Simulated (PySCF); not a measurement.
**State search for NaN⁺**

Unrestricted PBE0; Na 6-31G(d,p), N 6-31G(d,p); no relativity (PySCF 2.14). Outer shells of the fragments: Na+ closed shells only; N 2s2 2p3.

Followed along the bond (rough minima from three points):

```tsv
2Ms+1	unpaired	⟨S²⟩ at the start	R at minimum (Å)	Te (eV)
4	σ ↑, π ↑↑	3.75	2.69	0.00
2	σ ↓, π ↑↑	1.76	2.74	1.19
2	σ ↑, π ↑↓	1.75	2.71	1.20
```

Solutions found at the starting distance of 2.330 Å, counted from the lowest of them; the search is not exhaustive and high or unbound solutions are not listed, so other states can lie among these:

| 2Ms+1 | unpaired | term | E (eV) | ⟨S²⟩ | ⟨Lz²⟩ | μ (D) |
| --- | --- | --- | --- | --- | --- | --- |
| 4 | σ ↑, π ↑↑ | ⁴Σ⁻ | 0.00 | 3.75 | 0.00 | -3.50 |
| 2 | σ ↓, π ↑↑ | mixed | 1.21 | 1.76 | 0.00 | -3.54 |
| 2 | σ ↑, π ↑↓ | mixed | 1.21 | 1.75 | 2.01 | -3.52 |
| 2 | π ↑ | ²Π | 2.72 | 0.75 | 1.00 | -3.48 |
| 2 | σ ↑ | mixed | 3.13 | 0.75 | 2.00 | -3.46 |
| 2 | π ↑ | ²Π | 3.49 | 0.75 | 1.00 | -3.48 |

A term symbol is given only where ⟨S²⟩ and ⟨Lz²⟩ are close to those of a pure state; real π, δ and φ orbitals otherwise mix terms. A positive dipole points towards N; it is taken about the centre of mass and depends on that origin.
